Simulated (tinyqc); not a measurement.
Inside a calculation. Method: CID on RHF in the sto-3g basis, for HF, spin multiplicity 1. One step of it, computed by the program tinyqc.

Task: CID: roots. Diagonalise (each vector has its largest component positive (the first on a tie)); all determinants have Ms = 0, so triplets appear too. The lowest singlet root is the correlation energy.

Occupation strings over the orbitals (2 doubly, a alpha, b beta, 0 empty; spin orbitals ordered 1a 1b 2a 2b ...): 222220 222202 222022 220222 2ab222 a2b222 2ba222 202222 ab2222 b2a222 ba2222 022222

H - E(HF) between determinants (hartree), order 222220, 222202, 222022, 220222, 2ab222, a2b222, 2ba222, 202222, ab2222, b2a222, ba2222, 022222:
```
[[0.000000, 0.029975, 0.029975, 0.211474, -0.044965, 0.005533, 0.044965, 0.092650, -0.017937, -0.005533, 0.017937, 0.021904],
 [0.029975, 1.025362, 0.053770, 0.039515, 0.033794, 0.008659, -0.033794, 0.186547, -0.039769, -0.008659, 0.039769, 0.029558],
 [0.029975, 0.053770, 1.025362, 0.039515, 0.033794, 0.008659, -0.033794, 0.186547, -0.039769, -0.008659, 0.039769, 0.029558],
 [0.211474, 0.039515, 0.039515, 1.123112, 0.091107, 0.033267, -0.091107, 0.145349, -0.020707, -0.033267, 0.020707, 0.019183],
 [-0.044965, 0.033794, 0.033794, 0.091107, 1.927456, 0.026870, -0.145349, 0.105915, 0.006371, -0.020707, 0.021306, 0.017773],
 [0.005533, 0.008659, 0.008659, 0.033267, 0.026870, 26.151504, -0.020707, -0.006371, -0.198992, -0.019183, 0.017773, -0.093033],
 [0.044965, -0.033794, -0.033794, -0.091107, -0.145349, -0.020707, 1.927456, -0.105915, 0.021306, 0.026870, 0.006371, -0.017773],
 [0.092650, 0.186547, 0.186547, 0.145349, 0.105915, -0.006371, -0.105915, 2.869236, -0.014292, 0.006371, 0.014292, 0.078396],
 [-0.017937, -0.039769, -0.039769, -0.020707, 0.006371, -0.198992, 0.021306, -0.014292, 27.239029, 0.017773, -0.078396, 0.480159],
 [-0.005533, -0.008659, -0.008659, -0.033267, -0.020707, -0.019183, 0.026870, 0.006371, 0.017773, 26.151504, -0.198992, 0.093033],
 [0.017937, 0.039769, 0.039769, 0.020707, 0.021306, 0.017773, 0.006371, 0.014292, -0.078396, -0.198992, 27.239029, -0.480159],
 [0.021904, 0.029558, 0.029558, 0.019183, 0.017773, -0.093033, -0.017773, 0.078396, 0.480159, 0.093033, -0.480159, 55.394645]]
```

Give: lowest roots of this matrix, relative to E(HF); lowest vectors; <S^2> of these roots; weight of the ground state by excitation level 0, 1, 2, ....

Result:

lowest roots of this matrix, relative to E(HF) (hartree): [-0.0444, 0.9716, 1.0284, 1.1456, 1.7821, 2.0580, 2.9561, 26.1013]

lowest vectors, order 222220, 222202, 222022, 220222, 2ab222, a2b222, 2ba222, 202222, ab2222, b2a222, ba2222, 022222:
```
[[0.9824, 0.0000, -0.0326, 0.1782],
 [-0.0180, 0.7071, 0.6690, 0.2033],
 [-0.0180, -0.7071, 0.6690, 0.2033],
 [-0.1787, 0.0000, -0.3032, 0.9257],
 [0.0302, 0.0000, -0.0071, -0.0832],
 [0.0000, 0.0000, -0.0001, -0.0013],
 [-0.0302, 0.0000, 0.0071, 0.0832],
 [-0.0222, 0.0000, -0.1091, -0.1214],
 [0.0005, 0.0000, 0.0017, 0.0014],
 [0.0000, 0.0000, 0.0001, 0.0013],
 [-0.0005, 0.0000, -0.0017, -0.0014],
 [-0.0003, 0.0000, -0.0005, -0.0004]]
```

<S^2> of these roots: [0.0000, 0.0000, 0.0000, 0.0000, 2.0000, 0.0000, 0.0000, 2.0000]

weight of the ground state by excitation level 0, 1, 2, ...: [0.9651, 0.0000, 0.0349]
